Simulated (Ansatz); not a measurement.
Process, species as SMILES: [OH] (OH) → [OH-] (an electron is taken up)
B3LYP-D3(BJ)/def2-TZVP geometries, fixed; electronic energies without zero-point terms; positive where energy is released.

Energies in hartree at MP2 with Ansatz (an electronic-structure program); the adiabatic electron affinity is their sum with the coefficients shown, times 27.2114 eV a hartree. All functions are spherical. Cores are frozen. Open shells are unrestricted. No added dispersion term, no relativity.

```
species    coefficient          part  aug-cc-pVDZ  aug-cc-pVTZ  aug-cc-pVQZ
---------  -----------  ------------  -----------  -----------  -----------
[OH] (OH)           +1  Hartree-Fock    -75.40341    -75.42135    -75.42633
[OH] (OH)           +1   correlation     -0.16216     -0.20494     -0.22022
[OH-]               -1  Hartree-Fock    -75.39564    -75.41189    -75.41666
[OH-]               -1   correlation     -0.24137     -0.29039     -0.30828
```

Question: Predict the adiabatic electron affinity in aug-cc-pV5Z (X = 5): let each Hartree-Fock step shrink by the ratio of the last two, and fit each correlation energy at X = 3 and 4 to E + A/X^3. Compare with the run.

Answer: 
- [OH] (OH): steps -0.01794 and -0.00498, ratio 0.278, so Hartree-Fock -75.42771 (run: -75.42758); A = (-0.20494 - (-0.22022))/(1/27 - 1/64) = 0.7136, correlation -0.22022 - A/64 + A/125 = -0.22566 (run: -0.22647).
- [OH-]: steps -0.01625 and -0.00477, ratio 0.294, so Hartree-Fock -75.41806 (run: -75.41785); A = (-0.29039 - (-0.30828))/(1/27 - 1/64) = 0.8355, correlation -0.30828 - A/64 + A/125 = -0.31465 (run: -0.31563).
Predicted 2.159 eV; the run in aug-cc-pV5Z gives 2.161, a miss of -0.002. Keeping the value in aug-cc-pVQZ, 2.133, would miss by -0.028. All sums are of the energies as printed.
